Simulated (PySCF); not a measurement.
Gas-phase reaction: 2 H3SiSiCl3 ⇌ 2 SiHCl2 + SiH2 + SiH2Cl2

Computed with PySCF and rigid-rotor harmonic-oscillator thermochemistry at 1 bar. † marks an energy on the PBE0/def2-TZVP geometry and frequencies. MP2 and CCSD(T) freeze the core. Open shells (unrestricted): SiHCl2 (multiplicity 2); the rest are closed-shell singlets. H3SiSiCl3, SiHCl2: computed as isolated molecules; such fragments, hydroxides, amides, oligomers or adducts are transient or little studied in the gas. MP2 isn't extrapolated to the basis-set limit. CCSD(T) isn't extrapolated to the basis-set limit.

MP2/def2-SVP† gives ΔH°(298 K) = 552 kJ.

Problem. What do CCSD(T)/def2-SVP†, ωB97M-V/def2-TZVP†, HF/def2-TZVP† give?

Solution. CCSD(T)/def2-SVP†: 529 kJ; ωB97M-V/def2-TZVP†: 556 kJ; HF/def2-TZVP†: 427 kJ. For scale, ΔH°(298 K) is 552 kJ at this level, 556 kJ at ωB97M-V/def2-TZVP†, and runs from 427 to 617 kJ over the 19 levels computed.
